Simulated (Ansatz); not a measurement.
`C=C=CC` → `C=C=C` + `[CH2]` (triplet) at 700 K and 1 bar (formal loss of a carbene).

Computed with Ansatz on PBE0-D4/def2-TZVP structures; ΔE is electronic, products minus reactants. CCSD(T)/CBS adds triple-zeta CCSD(T) − MP2 to the extrapolated MP2 energy (def2 sets, frozen cores). This one scheme is used for every species. Triplets are unrestricted, without spin–orbit coupling.

| species | CCSD(T)/CBS energy (Eh) | H − E (kJ/mol) | S (J/(mol·K)) |
| --- | --- | --- | --- |
| `C=C=CC` | -155.75749 | 281.6 | 381.9 |
| `C=C=C` | -116.49399 | 189.5 | 308.4 |
| `[CH2]` (triplet) | -39.09499 | 70.4 | 226.8 |

H − E and S are ideal-gas, rigid-rotor, harmonic terms from PBE0-D4/def2-TZVP, with the whole ground term of open shells counted as degenerate. 1 Eh = 2625.50 kJ/mol, R = 8.31446 J/(mol·K).

**Question.** By hand: ΔE, ΔH, ΔS and ΔG.

**Answer.** ΔE = (-116.49399) + (-39.09499) − (-155.75749) = 0.16851 Eh = 442.4 kJ/mol. Δ(H − E) = 189.5 + 70.4 − 281.6 = -21.7, so ΔH = 420.7 kJ/mol. ΔS = 308.4 + 226.8 − 381.9 = 153.3 J/(mol·K). ΔG = 420.7 − 700 × (153.3)/1000 = 313.4 kJ/mol.

**Question.** By hand: the equilibrium constant, and the temperature at which ΔG would vanish if ΔH and ΔS stayed fixed.

**Answer.** log₁₀ K = −ΔG/(RT ln 10) = -23.4. ΔG = 0 at ΔH/ΔS = 2744 K, far beyond where these terms or the molecules hold.

The number of gas molecules changes by +1, which sets the sign of ΔS. A doubt of 5 kJ/mol in ΔE shifts log₁₀ K by 0.4 here. A triplet takes part, so the spin changes. These are equilibria of isolated gas molecules and say nothing of rates. Largest T1 diagnostic: 0.012 (customary marks: 0.02 for closed shells, 0.045 for open ones).
